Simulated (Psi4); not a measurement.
# C2H5B (SMILES [H]B([H])C=C): r2SCAN/cc-pVQZ (density fitting, sweep point 6)

What is the vertical electron affinity of C2H5B at r2SCAN/cc-pVQZ (density fitting, sweep point 6)? The job is set up through a Python script.

The calculation is run with Psi4 1.11.

**1. Starting point**

C2H5B: 8 atoms, total charge 0, spin state singlet. As SMILES, `[H]B([H])C=C`. The coordinates come from a GFN2-xTB relaxation.

Bond lengths: B1–C4 1.543 Å, C4–C5 1.335 Å, B1–H2 1.169 Å, B1–H3 1.169 Å, C4–H6 1.086 Å, C5–H7 1.079 Å, C5–H8 1.081 Å. Angles: B1–C4–C5 123.6°, B1–C4–H6 119.7°, C5–C4–H6 116.7°, H2–B1–C4 120.3°, H3–B1–C4 119.7°, C4–C5–H7 121.2°, C4–C5–H8 123.0°, H2–B1–H3 119.9°, H7–C5–H8 115.7°.

**2. The energy at r2SCAN/cc-pVQZ (density fitting, sweep point 6)**

calc.py

```python
import psi4

psi4.set_memory(1600000000)
psi4.set_num_threads(1)
psi4.core.set_output_file('psi4.out', False)

geom = psi4.geometry("""
0 1
B      0.680050     1.043480    -0.404910
H      1.352050     1.364190    -1.305900
H      0.485750     1.790660     0.473180
C      0.051370    -0.365260    -0.363800
C     -0.714000    -0.804010     0.637680
H      0.229140    -1.057580    -1.181160
H     -0.937570    -0.177460     1.486850
H     -1.146770    -1.794020     0.658070
symmetry c1
""")

psi4.set_options({
    'basis': 'cc-pVQZ',
    'reference': 'rks',
    'puream': True,
    'scf_type': 'df',
    'dft_radial_points': 99,
    'dft_spherical_points': 590,
})

E, wfn = psi4.energy('r2scan', return_wfn=True)
print(f'r2scan energy: {E:.10f} Eh')
```

Launch:

```sh
$ python calc.py
```

psi4.out:

```text
[...]
  Running in c1 symmetry.
[...]
  Nuclear repulsion =   58.129024850213071
[...]
  Multiplicity = 1
[...]
  Nalpha       = 11
  Nbeta        = 11
[...]
    Number of basis functions: 315
[...]
   @DF-RKS iter   1:  -103.63911926385516   -4.19009e-01   2.53384e-03 ADIIS/DIIS
[...]
   @DF-RKS iter   8:  -103.98849796377918   -3.68880e-07   6.85781e-07 DIIS
[...]
    Orbital Energies [Eh]
    ---------------------
    Doubly Occupied:
       1A    -10.058412     2A    -10.026732     3A     -6.617022
       4A     -0.742109     5A     -0.563046     6A     -0.471468
       7A     -0.426518     8A     -0.374691     9A     -0.303433
      10A     -0.296192    11A     -0.279677
[...]
  @DF-RKS Final Energy:  -103.98849796377918
   => Energetics <=
    Nuclear Repulsion Energy =             58.1290248502130709
    One-Electron Energy =                -252.9720014182700538
    Two-Electron Energy =                 107.5415020068182912
    DFT Exchange-Correlation Energy =     -16.6870234025404720
    Empirical Dispersion Energy =           0.0000000000000000
    VV10 Nonlocal Energy =                  0.0000000000000000
    Total Energy =                       -103.9884979637791815
[...]
 Multipole Moments:
 ------------------------------------------------------------------------------------
     Multipole            Electronic (a.u.)      Nuclear  (a.u.)        Total (a.u.)
 ------------------------------------------------------------------------------------
 L = 1.  Multiply by 2.5417464519 to convert [e a0] to [Debye]
 Dipole X            :          0.3544026           -0.6198884           -0.2654858
 Dipole Y            :          0.2471752           -0.6519094           -0.4047341
 Dipole Z            :         -0.4483280            0.6058702            0.1575421
 Magnitude           :                                                    0.5090304
[...]
```

On the terminal:

```text
r2scan energy: -103.9884979638 Eh
```

It took 2.4 min on 1 thread of Intel Xeon Platinum 8488C (Sapphire Rapids), shared host; peak memory 1.3 GiB.

**3. The doublet anion, same level**

calc.py

```python
import psi4

psi4.set_memory('1600 MB')
psi4.set_num_threads(1)
psi4.core.set_output_file('run.log', False)

geom = psi4.geometry("""
-1 2
B      0.680050     1.043480    -0.404910
H      1.352050     1.364190    -1.305900
H      0.485750     1.790660     0.473180
C      0.051370    -0.365260    -0.363800
C     -0.714000    -0.804010     0.637680
H      0.229140    -1.057580    -1.181160
H     -0.937570    -0.177460     1.486850
H     -1.146770    -1.794020     0.658070
symmetry c1
""")

psi4.set_options(dict(reference='uks', puream=True, scf_type='df', dft_radial_points=99, dft_spherical_points=590, maxiter=150))

e_tot = psi4.energy('r2scan/cc-pVQZ')
print(f'r2scan/cc-pVQZ energy: {e_tot:.10f} Eh')
for k, v in sorted(psi4.core.scalar_variables().items()):
    print(f'{k:45s} {v:18.10f}')
```

Launch:

```sh
$ python calc.py
```

run.log:

```text
[...]
  Running in c1 symmetry.
[...]
  Nuclear repulsion =   58.129024850213071
[...]
  Multiplicity = 2
[...]
  Nalpha       = 12
  Nbeta        = 11
[...]
    Number of basis functions: 315
[...]
   @DF-UKS iter   1:  -103.37087297040023   -1.50763e-01   3.27384e-03 ADIIS/DIIS
[...]
   @DF-UKS iter  10:  -103.99952101268826   -4.54169e-07   8.46514e-07 DIIS
[...]
   @S^2 Observed:                7.719120542E-01
[...]
    Orbital Energies [Eh]
    ---------------------
    Alpha Occupied:
       1A     -9.813155     2A     -9.798915     3A     -6.346856
       4A     -0.514146     5A     -0.339801     6A     -0.247183
       7A     -0.202439     8A     -0.151266     9A     -0.071132
      10A     -0.067442    11A     -0.062484    12A      0.085300
    Alpha Virtual:
      13A      0.210148    14A      0.211417    15A      0.233223
      16A      0.259384    17A      0.274482    18A      0.295642
      19A      0.300104    20A      0.324486    21A      0.337777
      22A      0.353704    23A      0.391088    24A      0.419585
      25A      0.430176    26A      0.437536    27A      0.486540
[...]
  @DF-UKS Final Energy:  -103.99952101268826
   => Energetics <=
    Nuclear Repulsion Energy =             58.1290248502130709
    One-Electron Energy =                -258.1000183302846835
    Two-Electron Energy =                 112.8949990068897478
    DFT Exchange-Correlation Energy =     -16.9235265395063799
    Empirical Dispersion Energy =           0.0000000000000000
    VV10 Nonlocal Energy =                  0.0000000000000000
    Total Energy =                       -103.9995210126882625
[...]
 Multipole Moments:
 ------------------------------------------------------------------------------------
     Multipole            Electronic (a.u.)      Nuclear  (a.u.)        Total (a.u.)
 ------------------------------------------------------------------------------------
 L = 1.  Multiply by 2.5417464519 to convert [e a0] to [Debye]
 Dipole X            :         -0.0288990           -0.6198884           -0.6487874
 Dipole Y            :         -0.4769729           -0.6519094           -1.1288822
 Dipole Z            :         -0.3147575            0.6058702            0.2911127
 Magnitude           :                                                    1.3341840
[...]
```

Standard output:

```text
r2scan/cc-pVQZ energy: -103.9995210127 Eh
CURRENT ENERGY                                   -103.9995210127
CURRENT REFERENCE ENERGY                         -103.9995210127
DD SOLVATION ENERGY                                 0.0000000000
DFT FUNCTIONAL TOTAL ENERGY                      -103.9995210127
DFT TOTAL ENERGY                                 -103.9995210127
DFT VV10 ENERGY                                     0.0000000000
DFT XC ENERGY                                     -16.9235265395
GRID ELECTRONS ALPHA                               11.9999999808
GRID ELECTRONS BETA                                11.0000000371
GRID ELECTRONS TOTAL                               23.0000000180
NUCLEAR REPULSION ENERGY                           58.1290248502
ONE-ELECTRON ENERGY                              -258.1000183303
PCM POLARIZATION ENERGY                             0.0000000000
PE ENERGY                                           0.0000000000
SCF ITERATION ENERGY                             -103.9995210127
SCF ITERATIONS                                     10.0000000000
SCF TOTAL ENERGY                                 -103.9995210127
TWO-ELECTRON ENERGY                               112.8949990069
XC GRID RADIAL POINTS                              99.0000000000
XC GRID SPHERICAL POINTS                          590.0000000000
XC GRID TOTAL POINTS                           446037.0000000000
```

Wall time 4.8 min (1 thread of Intel Xeon Platinum 8488C (Sapphire Rapids), shared host); peak memory 1.3 GiB.

**4. What came out**

Level: r2SCAN/cc-pVQZ (density fitting, sweep point 6).

```
                                         quantity          value
                      singlet C2H5B: total energy  -103.98850 Eh
                     singlet C2H5B: dipole moment         1.29 D
                       singlet C2H5B: HOMO energy       -7.61 eV
                       singlet C2H5B: LUMO energy       -2.82 eV
                     singlet C2H5B: HOMO–LUMO gap        4.79 eV
                      doublet anion: total energy  -103.99952 Eh
doublet anion: HOMO energy (highest over α and β)        2.32 eV
 doublet anion: LUMO energy (lowest over α and β)        4.19 eV
                              doublet anion: ⟨S²⟩          0.772
vertical electron affinity (to the doublet anion)       0.300 eV
```

What this shows: At fixed nuclei the extra electron is bound by 0.30 eV (6.9 kcal/mol). The basis has no diffuse functions, so the error can be as large as this value. The HOMO (doublet anion) lies at positive energy, 2.32 eV, as semi-local functionals often give for anions; only total energies tell whether the electron is bound.
